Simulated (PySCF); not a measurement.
**PHF4 (SMILES F[PH](F)(F)F): levels of theory compared**

Wanted: a comparison of 5 runs (HF/3-21G, HF/def2-SVP, B3LYP/6-31G*, M06-2X/cc-pVDZ, MP2/3-21G) of PHF4. The job is set up through a Python script.

The calculation is run with PySCF 2.14.0.

## (1) Starting point

PHF4 has 6 atoms, charge 0, and is taken as a singlet. SMILES: `F[PH](F)(F)F`. The coordinates come from a GFN2-xTB relaxation.

Bond lengths: F1–P2 1.601 Å, P2–F3 1.600 Å, P2–F4 1.600 Å, P2–F5 1.597 Å, P2–H6 1.377 Å. Angles: F1–P2–F3 120.9°, F1–P2–F4 87.4°, F1–P2–F5 119.5°, F3–P2–F4 87.4°, F3–P2–F5 119.1°, F4–P2–F5 87.7°, F1–P2–H6 92.3°, F3–P2–H6 92.4°, F4–P2–H6 179.5°, F5–P2–H6 92.7°.

## (2) Energy and forces at HF/3-21G (run 1)

run.py reads:

```python
from pyscf import gto, scf

molecule = gto.M(
    atom=[
    ('F', (-1.204360, -0.809000, 0.676720)),
    ('P', (0.020810, 0.021280, 0.065360)),
    ('F', (1.429870, -0.682640, -0.217420)),
    ('F', (-0.444930, -0.494460, -1.375400)),
    ('F', (-0.222440, 1.510330, -0.459430)),
    ('H', (0.421050, 0.454480, 1.310160)),
],
    verbose=4,
    basis='3-21g',
    max_memory=1860,
    spin=0,
)

myscf = scf.RHF(molecule)
myscf.conv_tol = 1e-10
myscf.kernel()
if not myscf.converged:
    myscf = myscf.newton().run(myscf.mo_coeff, myscf.mo_occ)

etot = myscf.e_tot
print(f'total energy: {etot:.8f} hartree')
grad = myscf.nuc_grad_method().kernel()
myscf.analyze()
```

Started as:

```
OMP_NUM_THREADS=1 python run.py
```

The program printed:

```text
PySCF version 2.14.0

[... 76 lines left out ...]
Nuclear Repulsion Energy =             297.200554716574970
[... 12 lines left out ...]
MO #7   energy= -5.65272816221433  occ= 2
[... 10 lines left out ...]
MO #18  energy= -0.71647832142467  occ= 2
[... 10 lines left out ...]
MO #29  energy= 0.224138588814407  occ= 0
[... 10 lines left out ...]
MO #40  energy= 2.19614957266038   occ= 0
[... 10 lines left out ...]
MO #51  energy= 4.2034890898132    occ= 0
[... 60 lines left out ...]
Dipole moment(X, Y, Z, Debye):  0.77487,  0.82937,  2.41331
```

Wall time 1.5 s (1 thread of Intel Xeon at 2.70GHz, shared host); peak memory 0.12 GiB.

## (3) Energy and gradient at HF/def2-SVP (run 2)

input.xyz reads:

```xyz
6

F     -1.204360    -0.809000     0.676720
P      0.020810     0.021280     0.065360
F      1.429870    -0.682640    -0.217420
F     -0.444930    -0.494460    -1.375400
F     -0.222440     1.510330    -0.459430
H      0.421050     0.454480     1.310160
```

input.py reads:

```python
import pyscf.grad
from pyscf import gto, scf

mol = gto.M(
    atom='input.xyz',
    verbose=3,
    max_memory=1860,
    spin=0,
    basis='def2-svp',
    charge=0,
)

mf = scf.RHF(mol)
mf.conv_tol = 1e-10
mf.kernel()
if not mf.converged:
    mf = mf.newton().run(mf.mo_coeff, mf.mo_occ)

energy = mf.e_tot
print('E(%s) = %.9f' % ('HF', energy))
grad = mf.Gradients().kernel()
mf.analyze()
```

Started as:

```
OMP_NUM_THREADS=1 python input.py
```

The program printed:

```text
converged SCF energy = -738.709567918863
[... 19 lines left out ...]
MO #9   energy= -5.6503156570061   occ= 2
[... 13 lines left out ...]
MO #23  energy= -0.670495063422001 occ= 2
[... 13 lines left out ...]
MO #37  energy= 0.807762623150074  occ= 0
[... 13 lines left out ...]
MO #51  energy= 1.69466856837555   occ= 0
[... 13 lines left out ...]
MO #65  energy= 3.38748496576795   occ= 0
[... 13 lines left out ...]
MO #79  energy= 4.06044660884445   occ= 0
[... 7 lines left out ...]
Dipole moment(X, Y, Z, Debye):  0.68091,  0.73130,  2.11792
```

Wall time 4.5 s (1 thread of Intel Xeon at 2.70GHz, shared host); peak memory 0.16 GiB.

## (4) Energy and gradient at B3LYP/6-31G(d) (spherical functions) (run 3)

run.py reads:

```python
import pyscf.grad
from pyscf import gto, dft

system = gto.Mole()
system.atom = '''
F     -2.275911    -1.528788     1.278815
P      0.039325     0.040213     0.123512
F      2.702063    -1.290003    -0.410864
F     -0.840796    -0.934394    -2.599129
F     -0.420351     2.854110    -0.868197
H      0.795669     0.858843     2.475844
'''
system.charge = 0
system.spin = 0
system.max_memory = 1860
system.unit = 'bohr'
system.verbose = 4
system.basis = '6-31g*'
system.build()

ks = dft.RKS(system, xc='b3lyp')
ks.grids.level = 5
ks.conv_tol = 1e-10
ks.kernel()
if not ks.converged:
    ks = ks.newton().run(ks.mo_coeff, ks.mo_occ)

e_final = ks.e_tot
print('E(%s) = %.9f' % ('B3LYP', e_final))
grad = ks.Gradients().kernel()
dip = ks.dip_moment()
pop, q = ks.mulliken_pop()
```

Started as:

```
OMP_NUM_THREADS=1 python run.py
```

The program printed:

```text
PySCF version 2.14.0

[... 74 lines left out ...]
converged SCF energy = -741.385655214496
[... 14 lines left out ...]
Dipole moment(X, Y, Z, Debye):  0.53662,  0.57967,  1.66679
[... 83 lines left out ...]
charge of    5H =     -0.02495
```

It took 26 s on 1 thread of Intel Xeon at 2.70GHz, shared host; peak memory 0.74 GiB.

Run 4 isn't shown in full; the table further down has it.

## (5) Energy and forces at MP2/3-21G (run 5)

calc.py reads:

```python
from pyscf import gto, mp

system = gto.M(
    atom='''
F     -2.275911    -1.528788     1.278815
P      0.039325     0.040213     0.123512
F      2.702063    -1.290003    -0.410864
F     -0.840796    -0.934394    -2.599129
F     -0.420351     2.854110    -0.868197
H      0.795669     0.858843     2.475844
''',
    max_memory=1860,
    charge=0,
    unit='bohr',
    verbose=3,
    basis='3-21g',
    spin=0,
)

mf = system.RHF()
mf.conv_tol = 1e-10
mf.kernel()
if not mf.converged:
    mf = mf.newton().run(mf.mo_coeff, mf.mo_occ)

pt = mp.MP2(mf, frozen=9).run()
e_final = pt.e_tot
print('E = %.10f Eh' % e_final)
grad = pt.nuc_grad_method().kernel()
dip = mf.dip_moment()
pop, q = mf.mulliken_pop()
```

Started as:

```
OMP_NUM_THREADS=1 python calc.py
```

The program printed:

```text
converged SCF energy = -735.200674225734
[... 12 lines left out ...]
Dipole moment(X, Y, Z, Debye):  0.77487,  0.82937,  2.41331
[... 58 lines left out ...]
charge of    5H =     -0.13964
```

Wall time 4.5 s (1 thread of Intel Xeon at 2.70GHz, shared host); peak memory 0.18 GiB.

## (6) The series

```csv
run,level,integration grid,frozen core orbitals,energy (Eh),dipole moment (D) of the reference,HOMO energy (eV),LUMO energy (eV),wall time
1,HF/3-21G,–,–,-735.200674,2.67,-15.33,4.85,1.5 s
2,HF/def2-SVP,–,–,-738.709568,2.34,-15.75,4.68,4.5 s
3,B3LYP/6-31G* (spherical functions),5,–,-741.385655,1.84,-10.56,0.71,26 s
4,M06-2X/cc-pVDZ,5,–,-741.257090,2.01,-12.58,1.87,48 s
5,MP2/3-21G,–,9,-735.743546,2.67,-15.33,4.85,4.5 s
```

## (7) What came out

| quantity | value |
| --- | --- |
| run 5: total energy | -735.74355 Eh |
| run 5: dipole moment (Hartree–Fock density) | 2.67 D |
| run 5: HOMO energy (Hartree–Fock orbitals) | -15.33 eV |
| run 5: LUMO energy (Hartree–Fock orbitals) | 4.85 eV |
| run 5: HOMO–LUMO gap (Hartree–Fock orbitals) | 20.17 eV |
| run 5: correlation energy (9 core orbitals frozen) | -542.9 mEh |
| run 5: largest force on an atom | 1.834 eV/Å |

In words: Over runs 1, 2, 3, 4 the dipole moment (its size) runs from 1.84 D (B3LYP/6-31G*) to 2.67 D (HF/3-21G). The two ends differ in method and basis. Over runs 1, 2, 3, 4 the HOMO–LUMO gap runs from 11.26 eV (B3LYP/6-31G*) to 20.44 eV (HF/def2-SVP). Totals of different functionals can't be ranked against each other. All runs together took 84 s, the longest 48 s.
